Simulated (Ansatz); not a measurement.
Zinc-blende BeTe, treated with PBE-D4 (PAW; Ansatz, a first-principles code).

Run with plane-wave cutoff 520 eV, 10×10×10 k mesh, Fermi–Dirac smearing 0.01 eV, scalar-relativistic PAW data made under PBE.

Pressure at four volumes; x = ln(V/21.850 Å³). One pressure is withheld.

| V (Å³/atom) | x | P (GPa) |
|---|---|---|
| 20.539 | -0.0619 | ? |
| 20.976 | -0.0408 | 2.74 |
| 21.850 | 0.0000 | 0.01 |
| 23.161 | 0.0583 | -3.20 |

Task: Pass a parabola P(x) through the three rows shown, estimate the bulk modulus and its pressure derivative near zero pressure, and predict the withheld pressure.

Result: Slopes between the rows: (0.01 − (2.74))/(0.0000 − (-0.0408)) = -66.91 and (-3.20 − (0.01))/(0.0583 − (0.0000)) = -55.06 GPa. Their difference over the span 0.0991 is c = 11.85/0.0991 = 119.6 GPa, so P(x) = 2.74 + (-66.91)(x − (-0.0408)) + 119.6 (x − (-0.0408))(x − (0.0000)). At the middle row B = −dP/dx = −[-66.91 + 119.6 × 0.0408] = 62.0 GPa, and B′ = dB/dP = 2c/B = 3.9. At x = -0.0619 the parabola gives 4.31 GPa; the run gives 4.32 GPa. The Birch–Murnaghan fit to the energies at all volumes has B0 = 61.7 GPa and B′ = 4.0.

Measured, for comparison: bulk modulus 67 GPa (room temperature, no zero-point or thermal correction; as tabulated in Elmahjoubi et al. (2023), arXiv:2303.01780). Computed (rounded) less measured: bulk modulus -8 %.

Spin–orbit coupling is not included.
